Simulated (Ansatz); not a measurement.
[H···H···S], triplet: the ladder up to UCCSDT(Q)

Geometry: a point of a hydrogen-transfer path between rigid fragments, not a stationary point.

| atom | x (Å) | y (Å) | z (Å) |
| --- | --- | --- | --- |
| H | 0.0000 | 0.0000 | -1.3720 |
| H | 0.0000 | 0.0000 | -0.0040 |
| S | 0.0000 | 0.0000 | 1.3760 |

Basis cc-pVTZ; Ansatz 0.2.0. Correlated methods freeze the noble-gas cores, which leaves 8 electrons in 57 orbitals. Prefix R: restricted or restricted open-shell reference; prefix U: unrestricted. Active spaces: pair = (4e, 4o) about the gap; valence = (8e, 6o) chosen from the atoms' valence shells.

Full CI isn't at hand for all of this; UCCSDT(Q) serves as the reference, and is uncertain by about the last step of the cluster series. The frozen core follows each run's orbitals, which can shift R against U totals by a few meV.

For open shells CISD is restricted-active-space CI with the open shells as a complete middle space.

The UHF ⟨S²⟩ is 2.022 and the T1 diagnostic (RCCSD) is 0.0244. The largest doubles amplitude (RCCSD) is 0.045 and the T1 diagnostic (UCCSD) is 0.0138.

```csv
level,E − E(UCCSDT(Q)) (kJ/mol),share of correlation (%),wall time
RHF,520.0,0.00,–
UHF,500.8,3.68,–
RMP2,87.1,83.24,–
UMP2,88.5,82.98,–
CISD,43.3,91.68,2.1 s
RCCSD,21.1,95.94,–
UCCSD,20.5,96.05,–
RCCSD(T),3.0,99.42,4.7 s
UCCSD(T),3.0,99.43,4.3 s
BCCD(T),3.0,99.43,1.7 s
RCCSDT,0.8,99.85,–
UCCSDT,0.6,99.88,–
RCCSDT(Q),0.1,99.98,47 s
CASSCF (pair space),471.6,9.32,–
NEVPT2 (pair space),86.4,83.38,1.3 s
CASSCF (valence space),465.1,10.56,–
NEVPT2 (valence space),109.8,78.89,0.72 s
MRCISD (valence space),36.8,92.93,–
MRCISD+Q (valence space),4.9,99.06,1.3 s
```

The correlation energy at UCCSDT(Q), counted from RHF, is -5.389 eV. That run took 42 s on 1 thread of Arm Neoverse V2, shared host.

Times hold each run's SCF and search for its determinant on a shared host, so for small cases they say little of a method's own cost; they ran on 1 thread of Arm Neoverse V2.

Natural occupations of CASSCF (valence space) about the gap: 2.000 1.997 1.971 1.001 1.000 0.032; effectively unpaired electrons, Σ n²(2−n)², 2.01.
